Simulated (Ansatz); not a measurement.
How far each method lies from UCCSDT(Q) for H2Si–AlH2, doublet

Geometry: a PBE0/def2-TZVP stationary point for this spin, not checked as a minimum.

```xyz
6

Si    0.0000   -0.0707    1.2015
Al    0.0000    0.0325   -1.2382
H     1.2043    0.4912    1.8823
H    -1.2043    0.4912    1.8823
H     0.0000    1.4238   -2.0084
H     0.0000   -1.3073   -2.0883
```

Basis cc-pVDZ; Ansatz 0.2.0. Only valence electrons are correlated (noble-gas cores frozen), which leaves 11 electrons in 46 orbitals. R marks a restricted (for open shells ROHF) determinant, U an unrestricted one. Active spaces: frontier = (9e, 9o) about the gap.

Full CI isn't at hand for all of this; UCCSDT(Q) serves as the reference, and is uncertain by the last step of the cluster series or more. The frozen core follows each run's orbitals, which can shift R against U totals by a few meV.

For open shells CISD is restricted-active-space CI with the open shells as a complete middle space.

The UHF ⟨S²⟩ is 0.761, the T1 diagnostic (RCCSD) is 0.0188 and the largest doubles amplitude (RCCSD) is 0.035. The T1 diagnostic (UCCSD) is 0.0140.

Task: From what is known of these methods and the diagnostics, rank them by the size of their error in total energy against UCCSDT(Q) in cc-pVDZ, smallest first (an estimate: the text doesn't fix the numbers).
A. RCCSD
B. RMP2
C. MRCISD (frontier space)
D. UCCSD(T)
E. UCCSDT

Result: E (0.11 kcal/mol), D (0.79 kcal/mol), A (3.50 kcal/mol), C (7.59 kcal/mol), B (30.02 kcal/mol).

All errors are against UCCSDT(Q) in cc-pVDZ. Within each family the higher level lies nearer, as is usual though not guaranteed.

Atomization energy (electronic, same basis, no zero-point term; atoms at the same level, unrestricted beside the R rows where the molecule is a closed shell, with restricted open-shell steps beyond CCSDT(Q)) at UCCSDT(Q): 1273.0 kJ/mol. Errors of other levels:

```tsv
level	error (kJ/mol)
RHF	-214.9
UHF	-226.6
RMP2	-24.6
UMP2	-25.3
CISD	-47.6
RCCSD	-7.4
UCCSD	-8.0
RCCSD(T)	-1.1
UCCSD(T)	-1.2
BCCD(T)	-1.0
RCCSDT	-0.4
UCCSDT	-0.3
RCCSDT(Q)	0.0
```

This basis is far from its limit, so the value isn't to be set against a measured one. Truncated CI isn't size-consistent, which counts against it in atomization.
